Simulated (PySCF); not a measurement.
**Working with the constants of NaC**

UHF-CCSD(T) constants of NaC, ⁴Σ⁻ (quartet), unpaired electrons σ ↑, π ↑↑ (PySCF, no relativity, basis sets Na cc-pVDZ, C cc-pVDZ; masses 22.9898 and 12.0000 u):

| Item | Value |
| --- | --- |
| ωe | 429.0 cm⁻¹ |
| ωexe | 2.79 cm⁻¹ |
| Be | 0.41945 cm⁻¹ |
| αe | 0.00465 cm⁻¹ |
| De to Na + C | 1.69 eV |

Q: What force constant and bond length do these constants imply?

A: Reduced mass μred = 7.8845 u; k = 5.8918×10⁻⁷·μred·ωe² (u, cm⁻¹, mdyn/Å) = 0.855 mdyn/Å; Re = √(16.8576/(μred·Be)) (u, cm⁻¹, Å) = 2.258 Å.

Q: Estimate the centrifugal constant D from the Kratzer relation and find the Dunham coefficient a1.

A: D = 4Be³/ωe² = 1.6e-06 cm⁻¹; a1 = −1 − αeωe/(6Be²) = -2.89.

Correlated steps freeze 2 core orbitals. Correlated levels converge slowly with the basis: in double zeta they bind strong bonds too weakly, by up to about 1 eV, and carry superposition errors of some tenths. The state is the lowest determinant that a PBE0 search found; another state may lie lower at other levels.
